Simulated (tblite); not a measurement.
Compound: C₅H₁₂P (charge -1).
Bonds: C1–C2, C2–C3, C3–P4, P4–C5, C5–C6. Hydrogens: H7, H8, H9 on C1; H10, H11 on C2; H12, H13 on C3; H14, H15 on C5; H16, H17, H18 on C6.

Computed with GFN2-xTB (tblite), gas phase: L-BFGS steps from a force-field or distance-geometry start until the largest atomic force falls under 0.01 eV/Å.

Step 5: E = -530.5931 eV
```
atom  x, y, z in Å  |  force x, y, z in eV/Å
C1     -3.2145    0.1832    0.3212    0.026  -0.003   0.001
C2     -1.9229   -0.6288    0.3182    0.096  -0.013  -0.001
C3     -0.7000    0.2390    0.0612    0.055   0.003   0.000
P4      0.8925   -0.7761    0.0557   -0.016   0.132  -0.018
C5      2.0361    0.6909   -0.2811   -0.065  -0.024  -0.009
C6      3.4947    0.2673   -0.3622   -0.057  -0.003   0.029
H7     -4.0776   -0.4593    0.5043   -0.003   0.032  -0.004
H8     -3.3494    0.6828   -0.6381   -0.017  -0.012   0.012
H9     -3.1770    0.9466    1.0979   -0.026  -0.005  -0.001
H10    -1.9751   -1.4041   -0.4492    0.026  -0.001  -0.024
H11    -1.8032   -1.1371    1.2786    0.031   0.024  -0.014
H12    -0.6353    1.0140    0.8381    0.047  -0.004  -0.013
H13    -0.8112    0.7508   -0.9060    0.044  -0.021   0.019
H14     1.9184    1.4394    0.5162   -0.045  -0.052  -0.009
H15     1.7451    1.1723   -1.2265   -0.043  -0.042   0.035
H16     3.6295   -0.4674   -1.1540   -0.022   0.022  -0.008
H17     4.1410    1.1304   -0.5597   -0.017  -0.047   0.003
H18     3.8003   -0.1974    0.5738   -0.012   0.015   0.002
```

Step 6: E = -530.5945 eV
```
atom  x, y, z in Å  |  force x, y, z in eV/Å
C1     -3.2144    0.1825    0.3214    0.020   0.008   0.003
C2     -1.9211   -0.6278    0.3179    0.086  -0.023   0.009
C3     -0.6979    0.2391    0.0608    0.020   0.002   0.009
P4      0.8923   -0.7754    0.0561   -0.008   0.071  -0.013
C5      2.0340    0.6897   -0.2805   -0.036  -0.008  -0.026
C6      3.4925    0.2686   -0.3622   -0.017  -0.020   0.032
H7     -4.0802   -0.4581    0.5044    0.037   0.033  -0.007
H8     -3.3499    0.6829   -0.6377   -0.012  -0.018   0.014
H9     -3.1779    0.9471    1.0977   -0.020  -0.019  -0.007
H10    -1.9695   -1.4019   -0.4507    0.006  -0.014  -0.018
H11    -1.7978   -1.1352    1.2784    0.012   0.017  -0.021
H12    -0.6336    1.0122    0.8379    0.052   0.031   0.004
H13    -0.8096    0.7492   -0.9059    0.045   0.005  -0.009
H14     1.9156    1.4366    0.5163   -0.049  -0.016   0.019
H15     1.7437    1.1699   -1.2254   -0.060  -0.020   0.008
H16     3.6260   -0.4667   -1.1542   -0.016   0.024  -0.001
H17     4.1426    1.1303   -0.5601   -0.056  -0.067   0.011
H18     3.7965   -0.1967    0.5742   -0.003   0.015  -0.007
```

Step 7: E = -530.5955 eV
```
atom  x, y, z in Å  |  force x, y, z in eV/Å
C1     -3.2136    0.1820    0.3215    0.021   0.009   0.001
C2     -1.9183   -0.6274    0.3175    0.042  -0.014   0.006
C3     -0.6958    0.2394    0.0606   -0.005   0.013   0.010
P4      0.8919   -0.7734    0.0561    0.002  -0.013  -0.003
C5      2.0318    0.6887   -0.2803   -0.007   0.013  -0.022
C6      3.4902    0.2690   -0.3618    0.001  -0.028   0.020
H7     -4.0814   -0.4565    0.5043    0.059   0.020  -0.007
H8     -3.3505    0.6826   -0.6372   -0.003  -0.017   0.009
H9     -3.1790    0.9472    1.0975   -0.008  -0.021  -0.006
H10    -1.9655   -1.4006   -0.4521   -0.001  -0.017  -0.008
H11    -1.7938   -1.1337    1.2781    0.006   0.003  -0.015
H12    -0.6313    1.0116    0.8378    0.049   0.053   0.014
H13    -0.8075    0.7482   -0.9059    0.042   0.026  -0.027
H14     1.9126    1.4341    0.5166   -0.049   0.012   0.034
H15     1.7414    1.1678   -1.2245   -0.067   0.002  -0.020
H16     3.6233   -0.4657   -1.1543   -0.013   0.014   0.002
H17     4.1427    1.1289   -0.5601   -0.070  -0.056   0.015
H18     3.7939   -0.1960    0.5746    0.001   0.005  -0.002
```

Question: Estimate the geometry and energy of step 8. (The exact step hangs on the optimiser's Hessian estimate; all steps are aligned on step 7, rigid shifts and turns removed.)

Answer: E = -530.5964 eV, largest force 0.075 eV/Å
```
atom  x, y, z in Å  |  force x, y, z in eV/Å
C1     -3.2123    0.1817    0.3216    0.023   0.005  -0.002
C2     -1.9156   -0.6273    0.3172   -0.003   0.003  -0.003
C3     -0.6940    0.2400    0.0607   -0.012   0.026   0.006
P4      0.8917   -0.7718    0.0560    0.008  -0.074   0.005
C5      2.0299    0.6882   -0.2804    0.005   0.025  -0.008
C6      3.4882    0.2687   -0.3611   -0.001  -0.027   0.005
H7     -4.0812   -0.4551    0.5041    0.062  -0.003  -0.003
H8     -3.3510    0.6821   -0.6367    0.007  -0.012  -0.001
H9     -3.1800    0.9468    1.0974    0.007  -0.015   0.000
H10    -1.9625   -1.4000   -0.4533   -0.001  -0.013   0.003
H11    -1.7906   -1.1325    1.2776    0.005  -0.010  -0.006
H12    -0.6285    1.0121    0.8379    0.041   0.057   0.013
H13    -0.8050    0.7479   -0.9062    0.036   0.036  -0.030
H14     1.9094    1.4324    0.5173   -0.044   0.025   0.031
H15     1.7383    1.1663   -1.2242   -0.062   0.017  -0.032
H16     3.6210   -0.4647   -1.1545   -0.012  -0.004   0.001
H17     4.1414    1.1269   -0.5599   -0.061  -0.026   0.013
H18     3.7921   -0.1954    0.5750    0.000  -0.009   0.010
```

The energy changes by -0.0008 eV. The first-order estimate −F·Δx gives -0.0011 eV and the mean of the old and new forces, exact on a quadratic surface, -0.0008 eV. The step makes an angle of 55° with the force vector and moves no atom by more than 0.004 Å.

The cost below is that of the whole relaxation. Time: under 0.1 s of wall time. Hardware: one thread of an Arm Neoverse V2 (shared host).
